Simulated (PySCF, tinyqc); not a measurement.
RHF in the sto-3g basis, for LiH, spin multiplicity 1, step by step. The lowest restricted solution is unstable here: a spin-polarised one lies 0.0789 hartree lower (PySCF). One step of it, computed by the program tinyqc.

Question. Iteration 1: building the Fock matrix. J_ij = sum D_kl (ij|kl), K_ij = sum D_kl (ik|jl); F = H + J - 0.5 K; E = tr D H + tr D J / 2 - 0.25 tr D K + E_nn.

D at the start, lower triangle:
```
            1Li 1s     1Li 2s    1Li 2px    1Li 2py   1Li 2pz     2H 1s
1Li 1s    0.003615
1Li 2s   -0.014739   0.064152
1Li 2px  -0.057486   0.223828   0.941525
1Li 2py  -0.032475   0.123493   0.539553   0.311281
1Li 2pz  -0.030979   0.063610   0.655449   0.415848  1.233342
2H 1s     0.049658  -0.255225  -0.652618  -0.330323  0.389033  1.367691
```

core Hamiltonian H = T + V (hartree), lower triangle:
```
            1Li 1s     1Li 2s    1Li 2px    1Li 2py    1Li 2pz      2H 1s
1Li 1s   -4.581493
1Li 2s   -1.026876  -1.279063
1Li 2px   0.000000   0.000000  -1.040396
1Li 2py   0.000000   0.000000   0.000000  -1.040396
1Li 2pz  -0.004530  -0.053421   0.000000   0.000000  -1.074419
2H 1s    -0.008229  -0.158277   0.000000   0.000000  -0.240438  -0.992777
```

Two-electron integrals (ij|kl) in chemists' order, unique and non-zero (hartree):
```
(11|11) 1.680395   (21|11) 0.265420   (21|21) 0.049941   (22|11) 0.397727
(22|21) 0.092860   (22|22) 0.290562   (31|31) 0.008981   (32|31) 0.013788
(32|32) 0.064184   (33|11) 0.396640   (33|21) 0.092880   (33|22) 0.290497
(33|33) 0.312946   (41|41) 0.008981   (42|41) 0.013788   (42|42) 0.064184
(43|43) 0.016869   (44|11) 0.396640   (44|21) 0.092880   (44|22) 0.290497
(44|33) 0.279207   (44|44) 0.312946   (51|51) 0.008981   (52|51) 0.013788
(52|52) 0.064184   (53|53) 0.016869   (54|54) 0.016869   (55|11) 0.396640
(55|21) 0.092880   (55|22) 0.290497   (55|33) 0.279207   (55|44) 0.279207
(55|55) 0.312946   (61|11) 0.001749   (61|21) 0.000344   (61|22) 0.000697
(61|33) 0.000684   (61|44) 0.000684   (61|51) 0.000059   (61|52) 0.000125
(61|55) 0.000726   (61|61) 2.91e-06   (62|11) 0.027064   (62|21) 0.006505
(62|22) 0.025220   (62|33) 0.023715   (62|44) 0.023715   (62|51) 0.000854
(62|52) 0.007853   (62|55) 0.028196   (62|61) 0.000061   (62|62) 0.006352
(63|31) 0.000194   (63|32) 0.001423   (63|53) 0.000770   (63|63) 0.000197
(64|41) 0.000194   (64|42) 0.001423   (64|54) 0.000770   (64|64) 0.000197
(65|11) 0.041229   (65|21) 0.009924   (65|22) 0.038796   (65|33) 0.036346
(65|44) 0.036346   (65|51) 0.001326   (65|52) 0.012338   (65|55) 0.043645
(65|61) 0.000093   (65|62) 0.010117   (65|65) 0.016131   (66|11) 0.175398
(66|21) 0.042295   (66|22) 0.173654   (66|33) 0.162780   (66|44) 0.162780
(66|51) 0.004529   (66|52) 0.052347   (66|55) 0.195059   (66|61) 0.000382
(66|62) 0.061434   (66|65) 0.098916   (66|66) 0.774606
```

nuclear repulsion = 0.52619544 hartree

Give: Coulomb J; exchange K; Fock matrix F; total energy of this density.

Answer.

Coulomb J (hartree), lower triangle:
```
         1Li 1s  1Li 2s  1Li 2px  1Li 2py  1Li 2pz   2H 1s
1Li 1s   1.2682
1Li 2s   0.2986  0.9944
1Li 2px  0.0049  0.0253   0.9821
1Li 2py  0.0027  0.0140   0.0182   0.9609
1Li 2pz  0.0080  0.0845   0.0211   0.0135   1.0395
2H 1s    0.0024  0.1556   0.0014   0.0008   0.2459  1.5665
```

exchange K (hartree), lower triangle:
```
          1Li 1s  1Li 2s  1Li 2px  1Li 2py  1Li 2pz   2H 1s
1Li 1s    0.0238
1Li 2s    0.0346  0.1782
1Li 2px   0.0000  0.0569   0.3246
1Li 2py  -0.0003  0.0320   0.1597   0.1380
1Li 2pz  -0.0054  0.0375   0.1698   0.1109   0.4607
2H 1s     0.0015  0.0857  -0.0765  -0.0353   0.2595  1.1269
```

Fock matrix F (hartree), lower triangle:
```
          1Li 1s   1Li 2s  1Li 2px  1Li 2py  1Li 2pz   2H 1s
1Li 1s   -3.3252
1Li 2s   -0.7455  -0.3737
1Li 2px   0.0049  -0.0031  -0.2206
1Li 2py   0.0028  -0.0020  -0.0617  -0.1485
1Li 2pz   0.0061   0.0123  -0.0638  -0.0419  -0.2653
2H 1s    -0.0066  -0.0455   0.0396   0.0185  -0.1243  0.0103
```

total energy of this density = -2.010793 hartree

This density is the starting one.
